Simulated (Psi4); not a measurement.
**UMS0/DZ (density fitting, Cartesian functions) run of BN (boron nitride)**

Aim: a geometry optimisation of BN (boron nitride). The job is set up through a Python script.

Program for the calculation: Psi4 1.11.

2 further runs of the same task are left out: 2 set aside as unsound or not needed.

### Step 1. The structure to begin with

The species is BN (2 atoms), meant as a triplet with charge 0. SMILES: `B#N`. The coordinates come from a GFN2-xTB relaxation. The run starts from this shape.

Bond lengths: B1–N2 1.268 Å.

### Step 2. A structure relaxation at UMS0/DZ (density fitting, Cartesian functions)

run.py reads:

```python
import psi4

psi4.set_memory(1600000000)
psi4.set_num_threads(1)
psi4.core.set_output_file('psi4.out', False)

geom = psi4.geometry("""
0 3
B      0.00000000     0.00000000     0.00000000
N      0.00000000     0.00000000     2.39698531
units au
""")

psi4.set_options({
    'reference': 'uks',
    'scf_type': 'df',
    'geom_maxiter': 50,
    'g_convergence': 'turbomole',
})

e, wfn = psi4.optimize("ms0/DZ", return_wfn=True)
print(f'ms0/DZ energy: {e:.10f} Eh')
geom.save_xyz_file('final.xyz', False)
for k, v in sorted(psi4.core.scalar_variables().items()):
    print(f'{k:45s} {v:18.10f}')
```

Started as:

```
$ python run.py
```

psi4.out:

```text
[...]
  Running in c2v symmetry.
[...]
  Nuclear repulsion =   14.601674801252747
[...]
  Multiplicity = 3
[...]
  Nalpha       = 7
  Nbeta        = 5
[...]
    Number of basis functions: 20
[...]
   @DF-UKS iter   1:   -79.25370055618048   -3.45131e-01   4.25018e-02 ADIIS/DIIS
[...]
   @DF-UKS iter   8:   -79.43387394333142   -8.52651e-14   9.61286e-10 DIIS
[...]
   @S^2 Observed:                2.005015149E+00
[...]
    Orbital Energies [Eh]
    ---------------------
    Alpha Occupied:
       1A1   -14.216816     2A1    -6.736861     3A1    -0.838245
       4A1    -0.388802     1B1    -0.339235     5A1    -0.303251
       1B2    -0.293919
    Alpha Virtual:
       2B1    -0.076749     2B2    -0.051928     6A1     0.100486
       3B1     0.158758     3B2     0.168134     7A1     0.245272
       8A1     0.482350     4B1     0.538664     9A1     0.555087
       4B2     0.568128    10A1     1.105928    11A1    14.741382
      12A1    31.535148
[...]
  @DF-UKS Final Energy:   -79.43387394333142
   => Energetics <=
    Nuclear Repulsion Energy =             13.6621636004535016
    One-Electron Energy =                -133.5808209781882852
    Two-Electron Energy =                  51.3271634650869899
    DFT Exchange-Correlation Energy =     -10.8423800306836267
    Empirical Dispersion Energy =           0.0000000000000000
    VV10 Nonlocal Energy =                  0.0000000000000000
    Total Energy =                        -79.4338739433314203
[...]
 Multipole Moments:
 ------------------------------------------------------------------------------------
     Multipole            Electronic (a.u.)      Nuclear  (a.u.)        Total (a.u.)
 ------------------------------------------------------------------------------------
 L = 1.  Multiply by 2.5417464519 to convert [e a0] to [Debye]
 Dipole X            :          0.0000000            0.0000000            0.0000000
 Dipole Y            :          0.0000000            0.0000000            0.0000000
 Dipole Z            :         -1.4837527            0.7220518           -0.7617009
 Magnitude           :                                                    0.7617009
[...]
  -Total Gradient:
     Atom            X                  Y                   Z
    ------   -----------------  -----------------  -----------------
       1        0.000000000000     0.000000000000     0.000925628447
       2       -0.000000000000     0.000000000000     0.000620336691
[...]
    Final optimized geometry and variables:
    Molecular point group: c2v
    Full point group: C_inf_v
    Geometry (in Bohr), charge = 0, multiplicity = 3:
    B            0.000000000000     0.000000000000    -1.434223848509
    N            0.000000000000     0.000000000000     1.127595862011
[...]
```

On the terminal:

```text
Some dependencies such as QCElemental have not yet finished migration to pydantic v2. If issues are encountered please downgrade pydantic or upgrade QCElemental as appropriate
	Energy ratio indicates iffy step.
	Intrafrag trust radius decreased to   0.25.
Optimizer: Optimization complete!
ms0/DZ energy: -79.4338739433 Eh
CURRENT ENERGY                                    -79.4338739433
CURRENT REFERENCE ENERGY                          -79.4338739433
DD SOLVATION ENERGY                                 0.0000000000
DFT FUNCTIONAL TOTAL ENERGY                       -79.4338739433
DFT TOTAL ENERGY                                  -79.4338739433
DFT VV10 ENERGY                                     0.0000000000
DFT XC ENERGY                                     -10.8423800307
GRID ELECTRONS ALPHA                                7.0000004662
GRID ELECTRONS BETA                                 5.0000002261
GRID ELECTRONS TOTAL                               12.0000006923
NUCLEAR REPULSION ENERGY                           13.6621636005
ONE-ELECTRON ENERGY                              -133.5808209782
OPTIMIZATION ITERATIONS                             5.0000000000
PCM POLARIZATION ENERGY                             0.0000000000
PE ENERGY                                           0.0000000000
SCF ITERATION ENERGY                              -79.4338739433
SCF ITERATIONS                                      8.0000000000
SCF TOTAL ENERGY                                  -79.4338739433
TWO-ELECTRON ENERGY                                51.3271634651
XC GRID RADIAL POINTS                              75.0000000000
XC GRID SPHERICAL POINTS                          302.0000000000
XC GRID TOTAL POINTS                            43817.0000000000
```

Wall time 7.5 s (1 thread of INTEL XEON PLATINUM 8581C at 2.30GHz (Emerald Rapids), shared host); peak memory 0.28 GiB.

The path in brief:

```tsv
step	energy from the first frame kept (eV)	largest force (eV/Å)
0	0.0000	5.8137
1	-0.2258	0.6383
2	-0.2289	0.1782
3	-0.2290	0.0727
4	-0.2290	0.0476
```

After the run. Bond lengths: B1–N2 1.356 Å.

### Step 3. Summary of results

Level: UMS0/DZ (density fitting, Cartesian functions).

```
                          quantity         value
           total energy at the end  -79.43387 Eh
                     dipole moment        1.94 D
HOMO energy (highest over α and β)      -7.68 eV
 LUMO energy (lowest over α and β)      -6.01 eV
                       bond length       1.356 Å
                              ⟨S²⟩         2.005
```

At the final geometry: Bond lengths: B1–N2 1.356 Å. The optimisation took 5 steps and changed the energy by -0.229 eV.
